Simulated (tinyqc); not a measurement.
Inside a calculation (part 1 of 2). Method: ROHF in the sto-6g basis, for BH, spin multiplicity 3. Computed by tinyqc, a small Python program that keeps every step (integrals from PySCF). Settings: charge = 0, multiplicity = 3, basis = sto-6g, energy threshold = 1e-08, iteration cap = 82, orthogonalisation = canonical, start = core, DIIS depth = 4, method = ROHF. Command: `OMP_NUM_THREADS=1 python tinyqc.py 28444 28445 out.jsonl` (the two numbers bound the seeds that draw the settings). One thread of a shared host (Intel(R) Xeon(R) Processor @ 2.60GHz), about 0.1 s of CPU time with the checks. Later iterations appear only in the table of the cycle.

## One-electron integrals

Geometry (angstrom):
```
atom         x         y         z
B     0.000000  0.000000  0.000000
H     0.000000  0.000000  1.656000
```

Basis sto-6g: exponents (1/bohr^2) and contraction coefficients of normalised primitives:
```
element  l (shell)    exponent  coefficient
B            s (1)  506.011147     0.009164
B            s (1)   92.776814     0.049362
B            s (1)   25.955658     0.168538
B            s (1)    8.916445     0.370563
B            s (1)    3.462507     0.416492
B            s (1)    1.426054     0.130334
B            s (2)   23.194575    -0.013253
B            s (2)    4.590810    -0.046992
B            s (2)    1.426819    -0.033785
B            s (2)    0.548948     0.250242
B            s (2)    0.238410     0.595117
B            s (2)    0.109280     0.240706
B            p (3)   23.194575     0.003760
B            p (3)    4.590810     0.037679
B            p (3)    1.426819     0.173897
B            p (3)    0.548948     0.418036
B            p (3)    0.238410     0.425859
B            p (3)    0.109280     0.101708
H            s (1)   35.523221     0.009164
H            s (1)    6.513144     0.049361
H            s (1)    1.822143     0.168538
H            s (1)    0.625955     0.370563
H            s (1)    0.243077     0.416492
H            s (1)    0.100112     0.130334
```

Overlap, kinetic and nuclear-attraction integrals over the contracted functions; the nuclear repulsion is the sum of Za Zb / Rab.

nuclear repulsion = 1.59775728 hartree

overlap S, lower triangle:
```
           1B 1s     1B 2s    1B 2px    1B 2py    1B 2pz     2H 1s
1B 1s   1.000000
1B 2s   0.264891  1.000000
1B 2px  0.000000  0.000000  1.000000
1B 2py  0.000000  0.000000  0.000000  1.000000
1B 2pz  0.000000  0.000000  0.000000  0.000000  1.000000
2H 1s   0.023967  0.269271  0.000000  0.000000  0.316293  1.000000
```

kinetic energy T (hartree), lower triangle:
```
            1B 1s     1B 2s    1B 2px    1B 2py    1B 2pz     2H 1s
1B 1s   10.947243
1B 2s   -0.333880  0.374498
1B 2px   0.000000  0.000000  1.125026
1B 2py   0.000000  0.000000  0.000000  1.125026
1B 2pz   0.000000  0.000000  0.000000  0.000000  1.125026
2H 1s   -0.008039  0.010968  0.000000  0.000000  0.068350  0.768522
```

nuclear attraction V (hartree), lower triangle:
```
             1B 1s      1B 2s     1B 2px     1B 2py     1B 2pz      2H 1s
1B 1s   -23.711272
1B 2s    -2.828836  -4.067972
1B 2px    0.000000   0.000000  -4.047910
1B 2py    0.000000   0.000000   0.000000  -4.047910
1B 2pz   -0.010088  -0.095192   0.000000   0.000000  -4.107581
2H 1s    -0.280806  -0.860547   0.000000   0.000000  -0.958180  -2.834000
```

core Hamiltonian H = T + V (hartree), lower triangle:
```
             1B 1s      1B 2s     1B 2px     1B 2py     1B 2pz      2H 1s
1B 1s   -12.764029
1B 2s    -3.162716  -3.693474
1B 2px    0.000000   0.000000  -2.922883
1B 2py    0.000000   0.000000   0.000000  -2.922883
1B 2pz   -0.010088  -0.095192   0.000000   0.000000  -2.982554
2H 1s    -0.288845  -0.849579   0.000000   0.000000  -0.889830  -2.065478
```

## Two-electron integrals

Functions are numbered as in S; the eight-fold symmetry (ij|kl) = (ji|kl) = (kl|ij) leaves the list below.

Two-electron integrals (ij|kl) in chemists' order, unique and non-zero (hartree):
```
(11|11) 2.924993   (21|11) 0.480756   (21|21) 0.099484   (22|11) 0.743449
(22|21) 0.188967   (22|22) 0.544922   (31|31) 0.021096   (32|31) 0.030854
(32|32) 0.120443   (33|11) 0.743450   (33|21) 0.188967   (33|22) 0.544922
(33|33) 0.587109   (41|41) 0.021096   (42|41) 0.030854   (42|42) 0.120443
(43|43) 0.031641   (44|11) 0.743450   (44|21) 0.188967   (44|22) 0.544922
(44|33) 0.523827   (44|44) 0.587109   (51|51) 0.021096   (52|51) 0.030854
(52|52) 0.120443   (53|53) 0.031641   (54|54) 0.031641   (55|11) 0.743450
(55|21) 0.188967   (55|22) 0.544922   (55|33) 0.523827   (55|44) 0.523827
(55|55) 0.587109   (61|11) 0.044679   (61|21) 0.008977   (61|22) 0.016979
(61|33) 0.016889   (61|44) 0.016889   (61|51) 0.000709   (61|52) 0.001373
(61|55) 0.017160   (61|61) 0.000841   (62|11) 0.136281   (62|21) 0.035415
(62|22) 0.116135   (62|33) 0.112621   (62|44) 0.112621   (62|51) 0.004081
(62|52) 0.026259   (62|55) 0.123163   (62|61) 0.003418   (62|62) 0.038582
(63|31) 0.003240   (63|32) 0.015750   (63|53) 0.004595   (63|63) 0.003585
(64|41) 0.003240   (64|42) 0.015750   (64|54) 0.004595   (64|64) 0.003585
(65|11) 0.141241   (65|21) 0.037135   (65|22) 0.127696   (65|33) 0.121300
(65|44) 0.121300   (65|51) 0.006784   (65|52) 0.041393   (65|55) 0.140489
(65|61) 0.003725   (65|62) 0.049216   (65|65) 0.065122   (66|11) 0.318807
(66|21) 0.084374   (66|22) 0.312538   (66|33) 0.296544   (66|44) 0.296544
(66|51) 0.009844   (66|52) 0.087063   (66|55) 0.344525   (66|61) 0.008226
(66|62) 0.144112   (66|65) 0.197705   (66|66) 0.774999
```

## Orthogonalisation

S = U s U^T; canonical form X = U s^(-1/2), so that X^T S X = 1. Each column of U has its largest component positive (the first on a tie).

eigenvalues of S: 0.552029  0.806924  1.000000  1.000000  1.173635  1.467412

X:
```
                1          2         3          4          5         6
1B 1s    0.396726   0.724057  0.000000   0.000000   0.560889  0.286986
1B 2s   -0.748239  -0.495453  0.000000   0.000000   0.394561  0.459739
1B 2px   0.000000   0.000000  0.015281   0.999883   0.000000  0.000000
1B 2py   0.000000   0.000000  0.999883  -0.015281   0.000000  0.000000
1B 2pz  -0.603346   0.584872  0.000000   0.000000  -0.541635  0.348980
2H 1s    0.854530  -0.357025  0.000000   0.000000  -0.297340  0.515717
```

Within a degenerate level the vectors are fixed only up to a rotation; this is one choice.

## Starting guess

The start is the orbitals of the core Hamiltonian; D(s) = C_occ C_occ^T for each spin.

D(alpha) at the start, lower triangle:
```
            1B 1s      1B 2s     1B 2px    1B 2py     1B 2pz     2H 1s
1B 1s    1.077362
1B 2s   -0.293748   1.113134
1B 2px   0.000000   0.000000   0.984852
1B 2py   0.000000   0.000000  -0.122142  0.015148
1B 2pz  -0.010035   0.042941   0.000000  0.000000   1.048920
2H 1s    0.023081  -0.076127   0.000000  0.000000  -0.088765  0.012250
```

D(beta) at the start, lower triangle:
```
            1B 1s      1B 2s    1B 2px    1B 2py     1B 2pz     2H 1s
1B 1s    1.064540
1B 2s   -0.240931   0.895561
1B 2px   0.000000   0.000000  0.000000
1B 2py   0.000000   0.000000  0.000000  0.000000
1B 2pz  -0.111929   0.462674  0.000000  0.000000   0.239189
2H 1s    0.027991  -0.096350  0.000000  0.000000  -0.049751  0.010370
```

## Iteration 1: building the Fock matrix

J_ij = sum D_kl (ij|kl) with D = D(alpha) + D(beta), K_ij = sum D_kl (ik|jl) for each spin; F = H + J - K(s); E = tr D H + tr D J / 2 - 0.5 sum_s tr D(s) K(s) + E_nn.

Coulomb J (hartree), lower triangle:
```
           1B 1s     1B 2s     1B 2px    1B 2py    1B 2pz     2H 1s
1B 1s   8.871040
1B 2s   1.715622  3.665112
1B 2px  0.000000  0.000000   3.681781
1B 2py  0.000000  0.000000  -0.007729  3.620417
1B 2pz  0.023063  0.095853   0.000000  0.000000  3.693132
2H 1s   0.158472  0.760801   0.000000  0.000000  0.831617  1.960278
```

exchange K(alpha) (hartree), lower triangle:
```
           1B 1s     1B 2s     1B 2px    1B 2py    1B 2pz     2H 1s
1B 1s   3.023377
1B 2s   0.542823  0.829277
1B 2px  0.000000  0.000000   0.747533
1B 2py  0.000000  0.000000  -0.067846  0.208894
1B 2pz  0.000032  0.001593   0.000000  0.000000  0.756009
2H 1s   0.055180  0.153913   0.000000  0.000000  0.143172  0.070722
```

exchange K(beta) (hartree), lower triangle:
```
           1B 1s     1B 2s    1B 2px    1B 2py    1B 2pz     2H 1s
1B 1s   2.976964
1B 2s   0.484088  0.509060
1B 2px  0.000000  0.000000  0.119748
1B 2py  0.000000  0.000000  0.000000  0.119748
1B 2pz  0.015241  0.261886  0.000000  0.000000  0.234984
2H 1s   0.048984  0.141102  0.000000  0.000000  0.098936  0.055139
```

F(alpha) (hartree), lower triangle:
```
            1B 1s      1B 2s    1B 2px    1B 2py     1B 2pz      2H 1s
1B 1s   -6.916365
1B 2s   -1.989916  -0.857639
1B 2px   0.000000   0.000000  0.011365
1B 2py   0.000000   0.000000  0.060117  0.488640
1B 2pz   0.012943  -0.000931  0.000000  0.000000  -0.045431
2H 1s   -0.185552  -0.242691  0.000000  0.000000  -0.201385  -0.175922
```

F(beta) (hartree), lower triangle:
```
            1B 1s      1B 2s     1B 2px    1B 2py     1B 2pz      2H 1s
1B 1s   -6.869953
1B 2s   -1.931182  -0.537422
1B 2px   0.000000   0.000000   0.639150
1B 2py   0.000000   0.000000  -0.007729  0.577785
1B 2pz  -0.002266  -0.261225   0.000000  0.000000   0.475594
2H 1s   -0.179357  -0.229880   0.000000  0.000000  -0.157148  -0.160338
```

total energy of this density = -24.36918737 hartree

## Iteration 1: Roothaan effective Fock matrix

With projectors Pc = D(beta) S, Po = (D(alpha) - D(beta)) S, Pv = 1 - D(alpha) S, the block xy is Px^T F Py; with Fc = (F(alpha) + F(beta))/2, the blocks are Fc for cc, oo, vv and cv, F(beta) for co and F(alpha) for ov.

effective F (hartree), lower triangle:
```
            1B 1s      1B 2s    1B 2px    1B 2py     1B 2pz      2H 1s
1B 1s   -6.892837
1B 2s   -1.953854  -0.670257
1B 2px   0.000000   0.000000  0.325257
1B 2py   0.000000   0.000000  0.026194  0.533213
1B 2pz  -0.007060  -0.151861  0.000000  0.000000   0.190631
2H 1s   -0.184178  -0.241698  0.000000  0.000000  -0.177320  -0.167174
```

## Iteration 1: diagonalisation and new density

Diagonalise F' = X^T F X, C = X C', fill 4 alpha and 2 beta electrons from the bottom; D(s) = C_occ C_occ^T. Each column has its largest component positive (the first on a tie).

F' = X^T F X (hartree), lower triangle:
```
           1          2         3         4          5          6
1  -0.119506
2  -0.956559  -2.166622
3   0.000000   0.000000  0.533964
4   0.000000   0.000000  0.023004  0.324505
5  -0.890030  -2.765442  0.000000  0.000000  -2.966228
6  -0.605054  -1.579922  0.000000  0.000000  -1.935719  -1.529290
```

orbital energies (hartree): MO1 -6.895505, MO2 -0.310416, MO3 0.071484, MO4 0.322009, MO5 0.352791, MO6 0.536461

coefficients C:
```
              MO1        MO2        MO3        MO4        MO5       MO6
1B 1s    0.994271  -0.183752  -0.237125   0.000000   0.006273  0.000000
1B 2s    0.021155   0.591102   0.906446   0.000000   0.029673  0.000000
1B 2px   0.000000   0.000000   0.000000   0.992397   0.000000  0.123078
1B 2py   0.000000   0.000000   0.000000  -0.123078   0.000000  0.992397
1B 2pz   0.002282   0.267118  -0.088072   0.000000   1.020854  0.000000
2H 1s   -0.002962   0.573317  -0.732623   0.000000  -0.588749  0.000000
```

D(alpha) after iteration 1, lower triangle:
```
            1B 1s      1B 2s     1B 2px    1B 2py    1B 2pz     2H 1s
1B 1s    1.078568
1B 2s   -0.302524   1.171492
1B 2px   0.000000   0.000000   0.984852
1B 2py   0.000000   0.000000  -0.122142  0.015148
1B 2pz  -0.025931   0.078110   0.000000  0.000000  0.079114
2H 1s    0.065430  -0.325257   0.000000  0.000000  0.217660  0.865437
```

D(beta) after iteration 1, lower triangle:
```
            1B 1s     1B 2s    1B 2px    1B 2py    1B 2pz     2H 1s
1B 1s    1.022339
1B 2s   -0.087582  0.349849
1B 2px   0.000000  0.000000  0.000000
1B 2py   0.000000  0.000000  0.000000  0.000000
1B 2pz  -0.046815  0.157942  0.000000  0.000000  0.071357
2H 1s   -0.108294  0.338826  0.000000  0.000000  0.153137  0.328701
```

## Iteration 2: building the Fock matrix

As before.

Coulomb J (hartree), lower triangle:
```
           1B 1s     1B 2s     1B 2px    1B 2py    1B 2pz     2H 1s
1B 1s   8.241716
1B 2s   1.565774  3.340022
1B 2px  0.000000  0.000000   3.354146
1B 2py  0.000000  0.000000  -0.007729  3.292781
1B 2pz  0.028333  0.187630   0.000000  0.000000  3.373134
2H 1s   0.145315  0.787662   0.000000  0.000000  0.908421  2.542765
```

exchange K(alpha) (hartree), lower triangle:
```
           1B 1s     1B 2s     1B 2px    1B 2py    1B 2pz     2H 1s
1B 1s   3.004276
1B 2s   0.514797  0.735219
1B 2px  0.000000  0.000000   0.721662
1B 2py  0.000000  0.000000  -0.067846  0.183022
1B 2pz  0.002543  0.077304   0.000000  0.000000  0.314750
2H 1s   0.051481  0.205858   0.000000  0.000000  0.274646  0.724376
```

exchange K(beta) (hartree), lower triangle:
```
           1B 1s     1B 2s    1B 2px    1B 2py    1B 2pz     2H 1s
1B 1s   2.939334
1B 2s   0.489962  0.359595
1B 2px  0.000000  0.000000  0.073114
1B 2py  0.000000  0.000000  0.000000  0.073114
1B 2pz  0.001493  0.183876  0.000000  0.000000  0.191209
2H 1s   0.045606  0.248386  0.000000  0.000000  0.216752  0.444774
```

F(alpha) (hartree), lower triangle:
```
            1B 1s      1B 2s     1B 2px    1B 2py     1B 2pz      2H 1s
1B 1s   -7.526589
1B 2s   -2.111739  -1.088671
1B 2px   0.000000   0.000000  -0.290399
1B 2py   0.000000   0.000000   0.060117  0.186876
1B 2pz   0.015702   0.015134   0.000000  0.000000   0.075830
2H 1s   -0.195010  -0.267775   0.000000  0.000000  -0.256055  -0.247088
```

F(beta) (hartree), lower triangle:
```
            1B 1s      1B 2s     1B 2px    1B 2py     1B 2pz     2H 1s
1B 1s   -7.461646
1B 2s   -2.086903  -0.713047
1B 2px   0.000000   0.000000   0.358148
1B 2py   0.000000   0.000000  -0.007729  0.296784
1B 2pz   0.016752  -0.091438   0.000000  0.000000   0.199371
2H 1s   -0.189135  -0.310303   0.000000  0.000000  -0.198161  0.032513
```

total energy of this density = -24.82104504 hartree

## Iteration 2: Roothaan effective Fock matrix

As before.

effective F (hartree), lower triangle:
```
            1B 1s      1B 2s    1B 2px    1B 2py     1B 2pz      2H 1s
1B 1s   -7.494271
1B 2s   -2.096140  -0.881366
1B 2px   0.000000   0.000000  0.033875
1B 2py   0.000000   0.000000  0.026194  0.241830
1B 2pz   0.014451  -0.038826  0.000000  0.000000   0.133496
2H 1s   -0.195056  -0.286452  0.000000  0.000000  -0.235633  -0.124184
```

## Iteration 2: DIIS over 2 matrices

error matrix X^T (FDS - SDF) X:
```
           1          2         3         4          5          6
1   0.000000   0.088188  0.000000  0.000000  -0.163440   0.036400
2  -0.088188   0.000000  0.000000  0.000000   0.027067   0.056795
3   0.000000   0.000000  0.000000  0.000000   0.000000   0.000000
4   0.000000   0.000000  0.000000  0.000000   0.000000   0.000000
5   0.163440  -0.027067  0.000000  0.000000   0.000000  -0.065207
6  -0.036400  -0.056795  0.000000  0.000000   0.065207   0.000000
```

B (overlaps of the stored error matrices):
```
                1               2
1   4.8383754e-01  -3.0738332e-02
2  -3.0738332e-02   8.8050219e-02
```

Minimise |sum c_i e_i|^2 with sum c_i = 1: solve [B -1; -1 0][c; lambda] = [0; -1] with B_ij = tr e_i^T e_j, and take F = sum c_i F_i.

DIIS coefficients: 0.187552  0.812448

extrapolated F (hartree), lower triangle:
```
            1B 1s      1B 2s    1B 2px    1B 2py     1B 2pz      2H 1s
1B 1s   -7.381471
1B 2s   -2.069454  -0.841773
1B 2px   0.000000   0.000000  0.088524
1B 2py   0.000000   0.000000  0.026194  0.296479
1B 2pz   0.010416  -0.060025  0.000000  0.000000   0.144212
2H 1s   -0.193015  -0.278058  0.000000  0.000000  -0.224697  -0.132247
```

## Iteration 2: diagonalisation and new density

As before.

F' = X^T F X (hartree), lower triangle:
```
           1          2         3         4          5          6
1  -0.051291
2  -1.118165  -2.420312
3   0.000000   0.000000  0.297231
4   0.000000   0.000000  0.023004  0.087772
5  -0.946175  -2.865611  0.000000  0.000000  -3.261999
6  -0.626459  -1.659698  0.000000  0.000000  -2.080565  -1.636596
```

orbital energies (hartree): MO1 -7.383476, MO2 -0.377861, MO3 -0.039750, MO4 0.085275, MO5 0.299728, MO6 0.430889

coefficients C:
```
              MO1        MO2        MO3        MO4       MO5        MO6
1B 1s    0.995202  -0.223933  -0.183269   0.000000  0.000000  -0.066677
1B 2s    0.017742   0.755073   0.707979   0.000000  0.000000   0.317314
1B 2px   0.000000   0.000000   0.000000   0.992397  0.123078   0.000000
1B 2py   0.000000   0.000000   0.000000  -0.123078  0.992397   0.000000
1B 2pz  -0.000741   0.182433  -0.460830   0.000000  0.000000   0.935740
2H 1s   -0.001765   0.452424  -0.608989   0.000000  0.000000  -0.797813
```

D(alpha) after iteration 2, lower triangle:
```
            1B 1s      1B 2s     1B 2px    1B 2py    1B 2pz     2H 1s
1B 1s    1.074161
1B 2s   -0.281180   1.071685
1B 2px   0.000000   0.000000   0.984852
1B 2py   0.000000   0.000000  -0.122142  0.015148
1B 2pz   0.042866  -0.188522   0.000000  0.000000  0.245647
2H 1s    0.008540  -0.089570   0.000000  0.000000  0.363179  0.575558
```

D(beta) after iteration 2, lower triangle:
```
            1B 1s     1B 2s    1B 2px    1B 2py    1B 2pz     2H 1s
1B 1s    1.040573
1B 2s   -0.151429  0.570450
1B 2px   0.000000  0.000000  0.000000
1B 2py   0.000000  0.000000  0.000000  0.000000
1B 2pz  -0.041590  0.137737  0.000000  0.000000  0.033282
2H 1s   -0.103069  0.341582  0.000000  0.000000  0.082538  0.204691
```

## Iteration 3: building the Fock matrix

As before.

Coulomb J (hartree), lower triangle:
```
           1B 1s     1B 2s     1B 2px    1B 2py    1B 2pz     2H 1s
1B 1s   8.376187
1B 2s   1.597669  3.413468
1B 2px  0.000000  0.000000   3.428877
1B 2py  0.000000  0.000000  -0.007729  3.367512
1B 2pz  0.012571  0.105652   0.000000  0.000000  3.444010
2H 1s   0.147440  0.767699   0.000000  0.000000  0.868962  2.350257
```

exchange K(alpha) (hartree), lower triangle:
```
            1B 1s      1B 2s     1B 2px    1B 2py    1B 2pz     2H 1s
1B 1s    3.004604
1B 2s    0.520835   0.755690
1B 2px   0.000000   0.000000   0.723488
1B 2py   0.000000   0.000000  -0.067846  0.184848
1B 2pz  -0.000065  -0.041361   0.000000  0.000000  0.442475
2H 1s    0.052852   0.219655   0.000000  0.000000  0.286954  0.605658
```

exchange K(beta) (hartree), lower triangle:
```
            1B 1s     1B 2s    1B 2px    1B 2py    1B 2pz     2H 1s
1B 1s    2.952735
1B 2s    0.485515  0.445421
1B 2px   0.000000  0.000000  0.093952
1B 2py   0.000000  0.000000  0.000000  0.093952
1B 2pz  -0.000258  0.154499  0.000000  0.000000  0.164256
2H 1s    0.044543  0.240272  0.000000  0.000000  0.160669  0.325292
```

F(alpha) (hartree), lower triangle:
```
            1B 1s      1B 2s     1B 2px    1B 2py     1B 2pz      2H 1s
1B 1s   -7.392447
1B 2s   -2.085882  -1.035696
1B 2px   0.000000   0.000000  -0.217494
1B 2py   0.000000   0.000000   0.060117  0.259781
1B 2pz   0.002548   0.051820   0.000000  0.000000   0.018980
2H 1s   -0.194258  -0.301534   0.000000  0.000000  -0.307822  -0.320879
```

F(beta) (hartree), lower triangle:
```
            1B 1s      1B 2s     1B 2px    1B 2py     1B 2pz      2H 1s
1B 1s   -7.340577
1B 2s   -2.050562  -0.725428
1B 2px   0.000000   0.000000   0.412042
1B 2py   0.000000   0.000000  -0.007729  0.350677
1B 2pz   0.002741  -0.144040   0.000000  0.000000   0.297200
2H 1s   -0.185949  -0.322152   0.000000  0.000000  -0.181536  -0.040512
```

total energy of this density = -24.90267312 hartree

## Iteration 3: Roothaan effective Fock matrix

As before.

effective F (hartree), lower triangle:
```
            1B 1s      1B 2s    1B 2px    1B 2py     1B 2pz      2H 1s
1B 1s   -7.366674
1B 2s   -2.064627  -0.851737
1B 2px   0.000000   0.000000  0.097274
1B 2py   0.000000   0.000000  0.026194  0.305229
1B 2pz  -0.002693  -0.055559  0.000000  0.000000   0.132874
2H 1s   -0.194747  -0.320031  0.000000  0.000000  -0.266659  -0.199855
```
